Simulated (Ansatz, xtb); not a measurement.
# C2H5N+: 6 structures ranked

6 gas-phase structures of C2H5N+, found in a search over its isomers (lower ones may exist). Each was relaxed with GFN2-xTB:

A. the doublet with the links of `[H]/[C]=[NH+]\C`
B. the doublet with the links of `[CH2]C=[NH2+]`
C. the doublet with the links of `[CH2][NH+]=C`
D. a doublet given by its coordinates
E. the doublet with the links of `C[C]=[NH2+]`
F. a doublet given by its coordinates

F (Å):

```yaml
atoms:
  - { symbol: C, position_ang: [-1.0024, 0.3967, 0.1353] }
  - { symbol: C, position_ang: [-0.6150, -1.9489, -0.6943] }
  - { symbol: N, position_ang: [-0.9900, -0.8035, -0.0755] }
  - { symbol: H, position_ang: [-0.4128, 1.1398, -0.4211] }
  - { symbol: H, position_ang: [-1.6283, 0.8219, 0.9237] }
  - { symbol: H, position_ang: [0.4630, -2.1290, -0.5837] }
  - { symbol: H, position_ang: [-1.1260, -2.8072, -0.2232] }
  - { symbol: H, position_ang: [-0.9146, -1.9481, -1.7510] }
```

Close contacts (Å): C1–N3 1.22, C2–N3 1.35, C1–H4 1.10, C1–H5 1.09, C2–H6 1.10, C2–H7 1.10, C2–H8 1.10.

D (Å):

```xyz
8

C    -1.0821   -0.1412    0.1631
C    -0.6320   -1.3877   -0.4622
N    -0.2895   -1.6403   -1.6047
H    -2.0760   -0.2725    0.5976
H    -1.1048    0.6640   -0.5753
H    -0.4141    0.1300    0.9845
H    -0.6280   -2.2031    0.3061
H     0.0346   -2.4002   -2.1836
```

Close contacts (Å): C1–C2 1.47, C2–N3 1.22, C1–H4 1.09, C1–H5 1.09, C1–H6 1.09, C2–H7 1.12, N3–H8 1.01.

Estimate their order in r2SCAN-D4/def2-SVP energy at these geometries, lowest first.

Calculated order at r2SCAN-D4/def2-SVP: B (0.0), C (10.9), E (19.1), F (31.2), D (33.0), A (38.5) kcal/mol.

Energies above the lowest of each column, in kcal/mol; the last columns are at BLYP-D3(BJ)/def2-SVP geometries and were run for some of them only (a dash: not run or not comparable):

| structure | GFN2-xTB | HF/STO-3G | r2SCAN-D4/def2-SVP | BLYP-D3(BJ)/def2-SVP | CCSD(T)/def2-SVP |
| --- | --- | --- | --- | --- | --- |
| B | 0.0 | 0.0 | 0.0 | 0.0 | 0.0 |
| C | 4.5 | 8.7 | 10.9 | 10.9 | 10.9 |
| E | 13.4 | 18.4 | 19.1 | 20.5 | 19.7 |
| F | 4.8 | 31.0 | 31.2 | – | – |
| D | 15.7 | 31.7 | 33.0 | – | – |
| A | 29.8 | 28.2 | 38.5 | – | – |

Every level run on B puts it lowest or level with the lowest. Flexible structures stand in one conformer each, not always the lowest. Frequencies (BLYP-D3(BJ)/def2-SVP) were run for B, C, E alone. Open shells are spin-unrestricted, some with notable spin contamination.

Over these structures GFN2-xTB departs from r2SCAN-D4/def2-SVP by 7.4 kcal/mol on average once a common shift is removed. A GFN2-xTB relaxation took about 0.15 s and the r2SCAN-D4/def2-SVP energy about 4.5 s on a shared host (Ansatz 0.2.0, xtb 6.7.1).
